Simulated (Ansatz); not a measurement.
## Ansatz (development build ahead of 0.2.0) run

```yaml
crystal:
  periodic: [false, false, false]
  atoms:
    - { symbol: B, position_ang: [0.00783, 0.0033, 0.00527] }
    - { symbol: H, position_ang: [1.20047, 0.00453, -0.00653] }
    - { symbol: H, position_ang: [-0.60638, 1.05432, -0.00117] }
    - { symbol: H, position_ang: [-0.59495, -1.04894, 0.00379] }
basis:
  gaussian: { orbitals: cc-pVTZ }
hamiltonian:
  xc: hf
correlation:
  method: mp2
  frozen_orbitals: { B: 1, H: 0 }
```

The input is written out in the form of the current development build from the run's settings.

The run gave:

```yaml
Converged: yes
Reference_energy: -26.39945 hartree
Correlation_energy: -0.11333 hartree
Total_energy: -26.51278 hartree
Spin_squared_of_the_determinant: 0.000
```
